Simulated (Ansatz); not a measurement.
A made-up structure of BSiH₂O, doublet:

```xyz
5
angstrom
B -0.8143 0.0260 1.4447
O 0.3059 -0.5563 1.1478
Si -0.1340 0.2125 -0.4064
H 0.9319 -1.0625 1.6889
H 0.9342 1.1712 -0.7658
```

It is relaxed with PBE-D4/def2-SVP and then PBE0-D4/def2-TZVP (Ansatz 0.2.0). Atoms count as bonded within 1.22 times the sum of their covalent radii (H–H: 0.88 Å). The end point is not checked to be a true minimum.

(1) Does its bonding change? (Judge from chemistry; the calculation decides.)

## Answers

(1) By the calculation: Yes. Formed: none; broken: O2–Si3.

Where it ends: The first stage lowers the energy by 3.06 eV in 15 steps. It ends as BSiH₂O ([OH][B][SiH]):
```
atom    x (Å)    y (Å)    z (Å)
  B1   0.0692  -0.3203   0.6267
  O2   0.5729  -1.1395   1.5096
 Si3  -0.7299   0.7875  -0.7113
  H4   0.6091  -0.8783   2.4356
  H5   0.7025   1.3416  -0.7512
```

Labels in which every atom is bracketed show which atoms are joined, not bond orders.

For scale, one of the runs: PBE0-D4/def2-TZVP relaxation, 111 basis functions, launched by `ansatz run in.yaml --threads 2 --pin off --events-out ev --progress --plain --max-ram 4352MiB`. Hardware: 2 CPU threads of an AMD EPYC 9B45, shared host. Wall time about 8 s.
